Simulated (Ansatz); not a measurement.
A nudged elastic band was laid between two geometries of CH₅FSi (8 atoms, charge 0, multiplicity 1).

These are results of RKS PBE0/cc-pVDZ in Ansatz 0.2.0, not measurements.

| Property | Result |
| --- | --- |
| movable images | 5 |
| climbing image | yes |
| spring | 5.0 eV/Å² |
| optimiser | quadratic models (default) |
| start path | through a guess of the saddle point |
| force threshold | 0.05 eV/Å |
| iteration limit | 60 |
| end points | relaxed |

First end point:

```xyz
8
Properties=species:S:1:pos:R:3
Si 0.185 -0.057 0.347
H -0.248 -0.305 1.757
C 2.044 0.033 0.202
H 2.495 -0.914 0.541
H 2.350 0.207 -0.840
H 2.446 0.847 0.825
F -0.462 1.394 -0.110
H -0.391 -1.099 -0.560
```

Last end point:

```xyz
8
Properties=species:S:1:pos:R:3
Si -0.933 0.080 0.306
H 1.238 -0.155 1.331
C 2.095 -0.022 0.640
H 2.475 -1.009 0.348
H 1.791 0.542 -0.253
H 2.864 0.541 1.186
F -0.622 1.256 -0.833
H -0.489 -1.127 -0.563
```

(1) What changes between the two ends?

(2) Give the energies along the band, and the barrier.

(3) What is the geometry of the highest image?

Results:

(1) Bonds broken: Si1–H2, Si1–C3. Bonds formed: H2–C3. CH5FSi becomes CH4 + FHSi.

(2) The forces met the threshold. The highest image is number 4 of 0 to 6, 3.25 eV above the first end and 1.31 eV above the last; the last end lies 1.93 eV above the first. Neighbouring images differ by up to 1.5 eV, so the band resolves the path poorly. A vibrational analysis at the climbing image gives one clearly imaginary mode, 1271i cm⁻¹: a first-order saddle point. The orbitals stay closed-shell, which can raise the energy where a bond breaks towards radicals; this wasn't checked here.

```csv
image,path coordinate (Å),energy (eV),Si1–H2 (Å),Si1–C3 (Å),H2–C3 (Å)
0,0.00,0.00,1.50,1.87,2.79
1,0.51,0.01,1.50,1.87,2.78
2,1.03,0.29,1.48,1.84,2.49
3,1.54,1.75,1.45,1.91,2.02
4,2.06,3.25,1.51,2.20,1.60
5,2.72,2.05,1.92,2.65,1.14
6,3.38,1.93,2.41,3.05,1.11
```

(3) 
```xyz
8
Properties=species:S:1:pos:R:3:forces:R:3
Si -0.293 -0.034 0.403 0.01 -0.05 0.04
H 0.747 0.107 1.490 -0.01 0.00 -0.02
C 1.907 -0.033 0.402 0.02 0.02 -0.03
H 2.271 -1.062 0.285 -0.01 0.00 0.02
H 1.969 0.539 -0.537 -0.01 0.00 0.01
H 2.479 0.497 1.178 0.00 -0.01 -0.01
F -0.456 1.311 -0.559 0.01 0.03 -0.01
H -0.205 -1.219 -0.501 0.00 0.00 -0.01
```

The run took 51 s on 1 thread of AMD EPYC 9R45 96-Core Processor (Zen 5), with other jobs on the host, peak memory 0.15 GiB.
